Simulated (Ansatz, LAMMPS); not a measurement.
**Zinc-blende GaAs, elastic constant C12**

Reference value: 53 GPa (measured, temperature not stated, no zero-point or thermal correction; as tabulated in Råsander and Moram (2015), arXiv:1505.02379).

Question: Put these levels in order of the elastic constant C12 that they give for zinc-blende GaAs, smallest first: BOP GaAs.bop.table (LAMMPS), PBE (Ansatz, a program for electronic structure), PBE-D3(BJ) (Ansatz).

Answer: PBE (41.6 GPa), PBE-D3(BJ) (48.2 GPa), BOP GaAs.bop.table (53.5 GPa)

Unless a cell is named, each level is at its own relaxed cell (BOP GaAs.bop.table 22.71, PBE 23.70, PBE-D3(BJ) 22.85 Å³/atom).

Differences against the reference: BOP GaAs.bop.table +0.9 %, PBE -22 %, PBE-D3(BJ) -9.1 %.

The reference has no zero-point or thermal correction, while the calculations are for a static lattice, so the differences are not the levels' errors alone.  PBE-D3(BJ): the dispersion coefficients are held fixed in the derivatives. Each level is taken at its own relaxed cell. K meshes differ between the levels. Ansatz's density-functional and Hartree–Fock values are scalar-relativistic unless marked +SOC, with PAW data made under PBE.

Empirical potentials (BOP GaAs.bop.table) are fitted to chosen data, which need not cover the solid at hand: agreement can be built in, and what lay outside the fit can be far off.

Differences are worked out from the printed values.
